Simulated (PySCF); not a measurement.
Species: C2H4FN.
Z-matrix (Å and degrees, PBE0-D3(BJ)/def2-SVP geometry), rows numbered from 1:
```
N 
C   1  1.2629
C   2  1.5009  1  125.92
F   3  1.3663  2  110.78  1     0.23
H   1  1.0287  2  108.87  3    -0.14
H   2  1.1050  1  119.28  3   180.00
H   3  1.1054  2  109.85  1   121.18
H   3  1.1055  2  109.84  1  -120.69
```

Level of theory: EOM-IP-CCSD/aug-cc-pVDZ in PySCF, restricted Hartree–Fock reference, frozen core, non-relativistic, gas phase, PBE0-D3(BJ)/def2-SVP geometry.

Hartree–Fock orbital energies give these Koopmans values (eV): HOMO 11.82, HOMO-1 12.05, HOMO-2 15.33, HOMO-3 15.89, HOMO-4 16.45, HOMO-5 19.33, HOMO-6 19.83, HOMO-7 20.11.

Task: What vertical ionisation energies does EOM-IP-CCSD give?

Result: 
```csv
leading hole (HF orbital),Koopmans (eV),EOM-IP-CCSD (eV),change (eV),one-hole share
HOMO,11.82,10.39,-1.43,0.94
HOMO-1,12.05,11.91,-0.14,0.96
HOMO-2,15.33,13.81,-1.52,0.95
HOMO-3,15.89,13.84,-2.05,0.94
HOMO-4,16.45,15.12,-1.33,0.95
HOMO-5,19.33,17.72,-1.61,0.94
HOMO-6,19.83,17.73,-2.10,0.94
HOMO-7,20.11,17.83,-2.28,0.93
```

Task: Does the order of the lines follow the orbital energies?

Result: Yes, no two lines change places. The corrections run from -2.28 to -0.14 eV, with a mean of -1.56 eV over the 8 lines; no line lies above its Koopmans value.

Task: At what kinetic energies would He I light (21.22 eV) eject these electrons?

Result: 10.83 eV (HOMO), 9.31 eV (HOMO-1), 7.41 eV (HOMO-2), 7.38 eV (HOMO-3), 6.10 eV (HOMO-4), 3.50 eV (HOMO-5), 3.49 eV (HOMO-6), 3.39 eV (HOMO-7).

Lines less than 0.15 eV apart could change places at a higher level. One root was sought for each valence orbital with −ε under 21 eV, eight at most, so deeper holes and satellites are missing; no vibrational structure.

One conformer stands for the species.
